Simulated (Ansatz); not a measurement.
Rock-salt TiN, treated with PBEsol in Ansatz (PAW).

Run with plane-wave cutoff 520 eV, 16×16×16 k mesh, Fermi–Dirac smearing 0.1 eV, perturbation theory, force constants from a 4×4×4 q mesh, no spin polarisation, scalar-relativistic PAW data made under PBE.

Computed at the level's own relaxed cell. Harmonic vibrational thermodynamics at fixed volume:

```tsv
T (K)	S_vib (J/K per mol of atoms)	C_V (J/K per mol of atoms)	F_vib (eV/atom)
0	0.00	0.00	0.0744
200	8.42	13.47	0.0685
400	20.50	20.71	0.0380
600	29.39	22.89	-0.0142
700	32.96	23.40	-0.0465
900	38.92	23.99	-0.1212
1000	41.45	24.17	-0.1629
```

The crystal is taken as a harmonic solid at every temperature: melting, phase changes and thermal expansion are not seen, nor the electrons' share in a metal.

Ansatz is an electronic-structure program.
